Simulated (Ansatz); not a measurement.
Basis-set extrapolation for C$_{3}$H$_{4}$O (`CC=C=O`) (PBE0-D4/def2-TZVP geometry, frozen core, the Gaussian-basis code of Ansatz). Multiplicity 1, RHF reference.

|  | def2-TZVPP | def2-QZVPP |
| --- | --- | --- |
| HF | -190.838954 | -190.847479 |
| MP2 correlation | -0.709468 | -0.758282 |
| CCSD(T) correlation | -0.762025 | not run |

Energies in hartree. Use E(X) = E(∞) + A·exp(−7.88·√X) for Hartree–Fock and E(X) = E(∞) + B·X^(−2.97) for correlation, with X = 3 and 4, and add CCSD(T) minus MP2 of the smaller set to the MP2 limit.

Q: What is the CCSD(T) energy at the basis-set limit?

A: HF limit: -190.847479 + (-0.008525) × 0.13774 = -190.84865. MP2 limit: -0.758282 + (-0.048814) × 0.74074 = -0.79444. Higher-order term: -0.762025 − (-0.709468) = -0.05256. Total: -191.69565 hartree, 248.6 kJ/mol below CCSD(T)/def2-TZVPP.
